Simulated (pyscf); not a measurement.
H₂N–NH₂ (SMILES NN) + H• (SMILES [H]) → NH₃ (SMILES N) + NH₂• (SMILES [NH2]), a substitution at N (doublet surface; N–N broken, H–N formed). PySCF, gas phase, ωB97X-D3(BJ)/def2-SVP geometries. MP2 and CC: frozen core, UHF for open shells. ΔMP2 is the change of the MP2 total energy from the triple- to the quadruple-zeta basis. Energies in kcal/mol from the separated reactants.

Small-basis levels: PySCF, no dispersion term, spherical d functions. AM1 to PM7: differences of heats of formation from MOPAC. Open shells are spin-unrestricted. 

| level | barrier | reaction energy |
|---|---|---|
| SVWN5/6-31G* | -3.4 | -24.0 |
| BP86/6-31G* | -1.7 | -37.2 |
| B3LYP/3-21G | -4.9 | -37.5 |
| B3LYP/LANL2DZ | 4.7 | -40.8 |
| M06-2X/6-31G* | 13.0 | -34.2 |
| B3LYP/6-311+G** | 4.6 | -44.0 |
| B3LYP/def2-SVP | 5.3 | -38.5 |
| PM3 | -1.4 | -40.5 |
| PM6 | -0.1 | -29.8 |
| CCSD(T)/def2-TZVPP + ΔMP2(QZVPP) | 9.7 | -43.0 |

Against the last row the barrier runs from -14.5 (B3LYP/3-21G) to +3.3 kcal/mol (M06-2X/6-31G*). At SVWN5/6-31G*, BP86/6-31G*, B3LYP/3-21G, PM3, PM6 this geometry lies under one side, so the entry may be no barrier of that level: it is a single point on another level's saddle. CCSD(T)/def2-TZVPP + ΔMP2(QZVPP) has limits of its own. The same reactants have a lower exit, to •HN–NH₂ + H₂ (barrier +4.4 kcal/mol at ωB97M-D3(BJ), against +11.2 kcal/mol here). This is the saddle that the search found; another between the same sides may lie lower. The angle at the attacked N is 157°. The CCSD(T) − MP2 part came from Ansatz, without density fitting, on the same reference.
